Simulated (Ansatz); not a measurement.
**C2H4Cl2: how energies converge with the basis set**

The task here is to estimate one member of a computed series from the others.

Program: Ansatz 0.2.0, Gaussian basis. Level of theory: one geometry, several basis sets. These are calculated values, not measurements.

Levels to be run: PBE0-D4/def2-SVP; ωB97M-V/def2-SVP; PBE0-D4/def2-QZVPP; ωB97M-V/def2-QZVPP; the functionals' def2-TZVPP values are taken from earlier runs.

**Structure used throughout**

An earlier PBE0-D4 in a triple-zeta def2 set relaxation fixed the geometry.

SMILES `ClCCCl`, 8 atoms, charge 0, spin multiplicity 1.

Atoms are counted from 1 here; the program's logs count them from 0.

Bond lengths: Cl1–C2 1.776 Å, C2–C3 1.504 Å, C2–H5 1.091 Å, C2–H6 1.089 Å, C3–Cl4 1.776 Å, C3–H7 1.091 Å, C3–H8 1.089 Å. Angles: Cl1–C2–C3 112.5°, Cl1–C2–H5 107.0°, Cl1–C2–H6 107.4°, C3–C2–H5 109.3°, C3–C2–H6 111.2°, H5–C2–H6 109.3°, C2–C3–Cl4 112.5°, C2–C3–H7 109.3°, C2–C3–H8 111.2°, Cl4–C3–H7 107.0°, Cl4–C3–H8 107.4°, H7–C3–H8 109.3°.

The first run:

The input, in.yaml:

```yaml
crystal:
  periodic: [false, false, false]
  atoms:
    - {symbol: Cl, position_ang: [-2.031774, 0.139958, -0.476332]}
    - {symbol: C, position_ang: [-0.451307, 0.555039, 0.219230]}
    - {symbol: C, position_ang: [0.639141, -0.378713, -0.229440]}
    - {symbol: Cl, position_ang: [0.443858, -2.017868, 0.425547]}
    - {symbol: H, position_ang: [-0.214793, 1.568727, -0.108300]}
    - {symbol: H, position_ang: [-0.558773, 0.543597, 1.302919]}
    - {symbol: H, position_ang: [1.601284, -0.005760, 0.125480]}
    - {symbol: H, position_ang: [0.664565, -0.462180, -1.315004]}
basis:
  gaussian: {orbitals: def2-SVP}
hamiltonian: {xc: pbe0, dispersion: d4}
output: {orbitals: {seedname: orbitals}}
```

Started as:

```console
> ansatz run in.yaml --threads 4 --pin off --events-out ev --progress --plain --max-ram 10444MiB
```

Steps of the session up to this table: PBE0-D4 in def2-SVP; ωB97M-V in def2-SVP; PBE0-D4 in def2-QZVPP; ωB97M-V in def2-QZVPP.

One of the session's tables, all rows but one given; the rest of the session is left out.

It belongs to the step «Functionals by basis». 

| functional | basis | HOMO (eV) | LUMO (eV) |
| --- | --- | --- | --- |
| PBE0-D4 | def2-SVP | -8.26 | 0.94 |
| PBE0-D4 | def2-TZVPP | ? | ? |
| PBE0-D4 | def2-QZVPP | -8.52 | 0.10 |
| ωB97M-V | def2-SVP | -10.52 | 3.01 |
| ωB97M-V | def2-TZVPP | -10.76 | 2.32 |
| ωB97M-V | def2-QZVPP | -10.82 | 1.61 |

**Question.** Estimate the row for PBE0-D4, def2-TZVPP.

**Answer.** HOMO (eV): -8.47; LUMO (eV): 0.42. In the column «HOMO (eV)» it lies between PBE0-D4, def2-QZVPP (-8.52) and PBE0-D4, def2-SVP (-8.26).
